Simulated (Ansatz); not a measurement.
Geometry optimisation, RKS PBE-D4/def2-SVPD in Ansatz.

Input:

```yaml
crystal:
  periodic: [false, false, false]
  atoms:
    - { symbol: Si, position_ang: [-0.377004, 0.283343, -0.442772] }
    - { symbol: C, position_ang: [-0.175879, -0.178593, 2.600722] }
    - { symbol: H, position_ang: [-0.478064, -0.558814, 3.592584] }
    - { symbol: H, position_ang: [0.173782, -1.029481, 1.99141] }
    - { symbol: H, position_ang: [0.646232, 0.54678, 2.725329] }
    - { symbol: H, position_ang: [0.688172, 1.097899, 0.217156] }
    - { symbol: H, position_ang: [-0.441801, 0.602539, -1.90611] }
    - { symbol: H, position_ang: [-0.145557, -1.182921, -0.262384] }
    - { symbol: F, position_ang: [-1.832679, 0.656641, 0.179597] }
    - { symbol: H, position_ang: [-1.046401, 0.314907, 2.12767] }
basis:
  gaussian: { orbitals: def2-SVPD }
hamiltonian:
  xc: pbe
  dispersion: d4
relax:
  f_tol: 0.03
  max_steps: 50
```

Launched with:

```bash
$ ansatz run input.yaml --threads 4 --pin off --max-ram 5120MiB --backend cpu --events-out ev --progress --plain --runs-dir out
```

Question: Where does it end, and by what steps?

Answer: The run converged. The force dipped under the threshold on the way, but the program's further checks kept it going. After 7 steps the energy has fallen by 0.158 eV; H3 moved furthest, 0.42 Å.

| step | energy less start (eV) | largest force component (eV/Å) | accepted |
| --- | --- | --- | --- |
| 0 | 0.0000 | 1.012 | yes |
| 1 | -0.1355 | 0.535 | yes |
| 2 | 0.0723 | 1.222 | no |
| 3 | -0.1528 | 0.064 | yes |
| 4 | -0.1560 | 0.051 | yes |
| 5 | -0.1570 | 0.047 | yes |
| 6 | -0.1575 | 0.028 | yes |
| 7 | -0.1578 | 0.026 | yes |

```xyz
10
Properties=species:S:1:pos:R:3
Si -0.366 0.357 -0.752
C -0.179 -0.261 2.894
H -0.318 -0.480 3.968
H 0.126 -1.186 2.370
H 0.605 0.509 2.775
H 0.686 1.178 -0.072
H -0.432 0.666 -2.217
H -0.151 -1.107 -0.519
F -1.833 0.764 -0.090
H -1.128 0.110 2.467
```

Time of the run: 9.1 s on 4 threads of Arm Neoverse V1 (shared host), peak memory 0.15 GiB.
